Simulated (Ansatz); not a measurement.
# SiH5 (doublet): from Hartree-Fock to the top rungs at distance Si1–H5 along a hydrogen transfer = 1.528 Å, 6-31G

Aim: climb from Hartree-Fock through coupled cluster and multireference methods for SiH5 (doublet) at one geometry and basis, and see what each rung misses.

Method: 6-31G, core rule «outside noble gas», up to 5 orbitals frozen; program: Ansatz 0.2.0, Gaussian basis.

The runs, in order: UHF; CCSD(T) on ROHF; CCSD(T) on UHF; BCCD(T) on ROHF; CISD; CCSDT(Q) on ROHF; CCSDT(Q) on UHF; CCSDTQ on ROHF; CASSCF and MRCISD+Q, 3 electrons in 3 orbitals; CASSCF and NEVPT2, 3 electrons in 3 orbitals; CASSCF and MRCISD+Q, 9 electrons in 9 orbitals; CASSCF and NEVPT2, 9 electrons in 9 orbitals; Full CI.

11 further runs of the same task are left out: 1 for a mislabelled method, 8 that didn't finish, 2 set aside as unsound or not needed.

## (1) The geometry

The geometry derives from fragments relaxed apart (PBE0/def2-TZVP) and kept rigid, so it is no stationary point. A hydrogen atom is moved between rigid fragments.

6 atoms, charge 0, spin multiplicity 2.

Atoms are counted from 1 here; the program's logs count them from 0.

Bond lengths: Si1–H2 1.485 Å, Si1–H3 1.485 Å, Si1–H4 1.485 Å, Si1–H5 1.528 Å. Angles: H2–Si1–H3 109.5°, H2–Si1–H4 109.5°, H2–Si1–H5 109.5°, H3–Si1–H4 109.5°, H3–Si1–H5 109.5°, H4–Si1–H5 109.5°.

## (2) UHF

in.yaml

```yaml
crystal:
  periodic: [false, false, false]
  atoms:
    - {symbol: Si, position_ang: [-0.078303, 0.000000, 0.000000]}
    - {symbol: H, position_ang: [-0.573175, 1.399708, 0.000000]}
    - {symbol: H, position_ang: [-0.573175, -0.699854, 1.212183]}
    - {symbol: H, position_ang: [-0.573175, -0.699854, -1.212183]}
    - {symbol: H, position_ang: [1.449697, 0.000000, 0.000000]}
    - {symbol: H, position_ang: [2.451697, 0.000000, 0.000000]}
basis:
  gaussian: {orbitals: 6-31G}
magnetization: {spin_polarized: true, initial_magnetization: 1}
hamiltonian: {xc: hf}
output: {orbitals: {seedname: orbitals}}
```

Run with:

```
ansatz run in.yaml --threads 1 --pin off --events-out ev --progress --plain --max-ram 2393MiB
```

Further steps of the session: CCSD(T) on ROHF; CCSD(T) on UHF; BCCD(T) on ROHF; CISD; CCSDT(Q) on ROHF; CCSDT(Q) on UHF; CCSDTQ on ROHF; CASSCF and MRCISD+Q, 3 electrons in 3 orbitals; CASSCF and NEVPT2, 3 electrons in 3 orbitals; CASSCF and MRCISD+Q, 9 electrons in 9 orbitals; CASSCF and NEVPT2, 9 electrons in 9 orbitals; Full CI.

Before running them: what should the planned runs give, taken together? Wanted: FCI below the RHF energy; RMP2 from FCI; UMP2 from FCI; RCCSD from FCI; RCCSD(T) from FCI; UCCSD(T) from FCI; RCCSDT(Q) from FCI; UCCSDT(Q) from FCI; NEVPT2 pair from FCI.

As calculated:

| quantity | value |
| --- | --- |
| FCI below the RHF energy | -2.6702 eV |
| RMP2 from FCI | +766.1 meV |
| UMP2 from FCI | +748.8 meV |
| RCCSD from FCI | +40.0 meV |
| RCCSD(T) from FCI | +11.8 meV |
| UCCSD(T) from FCI | +11.7 meV |
| RCCSDT(Q) from FCI | +0.3 meV |
| UCCSDT(Q) from FCI | +0.2 meV |
| NEVPT2 pair from FCI | +609.7 meV |
| NEVPT2 valence from FCI | +204.3 meV |
| MRCISD+Q valence from FCI | +13.0 meV |
| levels within 1 kcal/mol (43 meV) | RCCSD, UCCSD, RCCSD(T), UCCSD(T), BCCD(T), RCCSDT, UCCSDT, RCCSDT(Q), UCCSDT(Q), RCCSDTQ, MRCISD valence, MRCISD+Q valence |
| T1 diagnostic | 0.023 |
| effectively unpaired electrons | 1.03 |

**Reading.** RCCSD(T) misses by +11.8 meV, 0.4 % of the correlation energy. One determinant dominates. Of the multireference levels listed MRCISD+Q valence comes nearest in total energy (+13.0 meV), which doesn't show that its space is the better one. These misses are within one basis, not against nature; the frozen cores of restricted and unrestricted runs differ, which can shift their rows.
